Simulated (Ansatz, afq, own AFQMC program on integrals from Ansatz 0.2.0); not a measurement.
Where AFQMC and coupled cluster stand for AlSiH, triplet

```json
{"atom": "Si", "x (Å)": "0.0000", "y (Å)": "-0.4664", "z (Å)": "1.7879"}
{"atom": "Al", "x (Å)": "0.0000", "y (Å)": "-0.4208", "z (Å)": "-2.7259"}
{"atom": "H", "x (Å)": "0.0000", "y (Å)": "0.8872", "z (Å)": "0.9379"}
```

Connectivity, by distances: SiH ··· Al.

Basis 6-31G. Only valence electrons are correlated. Ansatz 0.2.0 and our own AFQMC program on the same integrals; the CISD trial comes from CCSD amplitudes, and released means the phaseless constraint is let go. Uncertainties: one standard error, sampling alone.

Determinant: UHF, the one that the program's search chose, which needn't be the lowest solution. The geometry is a point of a scan.

Full CI on the same integrals is exact in this basis and with this determinant's frozen core.

Cautions: lower spins were not checked; the released energy hasn't reached full CI (36 meV above it at 1.62 1/Eh, later times being too noisy to tell), so no released level is given (meV from the phaseless value at times in 1/Eh: -1.4 ± 2.4 at 0.24, -1.1 ± 1.3 at 0.51, -3.3 ± 1.0 at 0.99, -5.3 ± 1.3 at 1.62, 5 ± 14 at 2.40).

```
T1 diagnostic                               : 0.0298
weight of the determinant in the CISD state : 0.884
⟨S²⟩ of the determinant                     : 2.006
size of the correlated space                : 8 electrons in 18 orbitals
```

Reference: full CI, correlation energy -2.181 eV.

| level | E − E(reference) (kJ/mol) | share of correlation (%) |
| --- | --- | --- |
| HF | 210.5 | 0.00 |
| MP2 | 81.5 | 61.27 |
| CCSD | 6.1 | 97.08 |
| CCSD(T) | 4.0 | 98.10 |
| CCSDT | 0.7 | 99.68 |
| CCSDT(Q) | 0.2 | 99.89 |
| CCSDTQ | 0.0 | 99.99 |
| ph-AFQMC/CISD | 3.9 ± 0.1 | 98.13 |

CCSDT and higher add their correlation energy to the determinant of the CCSD(T) run, since their own runs factorise the integrals more tightly (a shift of under 2 meV). A walk keeps the symmetry of its determinant, which the program's search chose and which needn't be the lowest solution, so a lower state of the same spin and another symmetry isn't excluded.
